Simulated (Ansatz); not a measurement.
A run of Ansatz (development build ahead of 0.2.0) on singlet CH4 at this shape:

```xyz
5

C     0.0000    0.0000    0.0000
H     0.5833    0.5833    0.5833
H     0.5833   -0.5833   -0.5833
H    -0.5833    0.5833   -0.5833
H    -0.5833   -0.5833    0.5833
```

Its results:

```
Converged                       : yes
Reference energy                : -40.17816 hartree
Correlation energy              : -0.15759 hartree
Total energy                    : -40.33575 hartree
Spin squared of the determinant : 0.000
```

(1) Which input gives this output? Name the method, the orbitals and the basis set, and write the input.

Results:

(1) RHF-MP2 in cc-pVDZ. An unrestricted run that stays on the closed shell gives the same numbers.

```yaml
crystal:
  periodic: [false, false, false]
  atoms:
    - { symbol: C, position_ang: [0.0, 0.0, 0.0] }
    - { symbol: H, position_ang: [0.58327, 0.58327, 0.58327] }
    - { symbol: H, position_ang: [0.58327, -0.58327, -0.58327] }
    - { symbol: H, position_ang: [-0.58327, 0.58327, -0.58327] }
    - { symbol: H, position_ang: [-0.58327, -0.58327, 0.58327] }
basis:
  gaussian: { orbitals: cc-pVDZ }
hamiltonian:
  xc: hf
correlation:
  method: mp2
  frozen_orbitals: { C: 1, H: 0 }
```
